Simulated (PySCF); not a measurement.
# Vibration and rotation of BP

ROHF-CCSD(T) constants of BP, ³Π (triplet), unpaired electrons σ ↑, π ↑ (B cc-pVTZ, P cc-pV(T+d)Z; no relativity (PySCF 2.14); masses 11.0093 and 30.9738 u):

| Property | Result |
| --- | --- |
| ωe | 936.2 cm⁻¹ |
| ωexe | 6.19 cm⁻¹ |
| Be | 0.67296 cm⁻¹ |
| αe | 0.00582 cm⁻¹ |
| De to B + P | 3.09 eV |

(1) What force constant and bond length do these constants imply?

(2) Estimate the centrifugal constant D from the Kratzer relation and find the Dunham coefficient a1.

Correlated steps freeze 6 core orbitals. The state is the lowest determinant that a PBE0 search found; another state may lie lower at other levels.

Results:

(1) Reduced mass μred = 8.1223 u; k = 5.8918×10⁻⁷·μred·ωe² (u, cm⁻¹, mdyn/Å) = 4.19 mdyn/Å; Re = √(16.8576/(μred·Be)) (u, cm⁻¹, Å) = 1.756 Å.

(2) D = 4Be³/ωe² = 1.39e-06 cm⁻¹; a1 = −1 − αeωe/(6Be²) = -3.01.
